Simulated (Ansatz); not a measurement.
Computed with Ansatz on PBE0-D4/def2-TZVP structures; ΔE is electronic, products minus reactants. CCSD(T)/CBS adds triple-zeta CCSD(T) − MP2 to the extrapolated MP2 energy (def2 sets, frozen cores). This one scheme is used for every species. Each species was taken in one conformer, which may not be the lowest.

Reaction (hydrogenolysis of a C–F bond): `COC(N)F` + H₂ → `COCN` + H–F

```json
{"species": "`COC(N)F`", "CCSD(T)/CBS(def2) energy (Eh)": "-309.37401"}
{"species": "H₂", "CCSD(T)/CBS(def2) energy (Eh)": "-1.17544"}
{"species": "`COCN`", "CCSD(T)/CBS(def2) energy (Eh)": "-210.17145"}
{"species": "H–F", "CCSD(T)/CBS(def2) energy (Eh)": "-100.39570"}
```

Problem. Work out ΔE.

Solution. ΔE = (-210.17145) + (-100.39570) − (-309.37401) − (-1.17544) = -0.01770 Eh = -46.5 kJ/mol.

Largest T1 diagnostic among the species: 0.011.

In def2-TZVPP, CCSD(T) changes the Hartree–Fock value by −4.1 kJ/mol (the triples alone add +2.6 kJ/mol) and MP2 by −8.2 kJ/mol. From PBE to PBE0 (25 % exact exchange), in def2-TZVPP and without D4, ΔE moves by −5.1 kJ/mol.
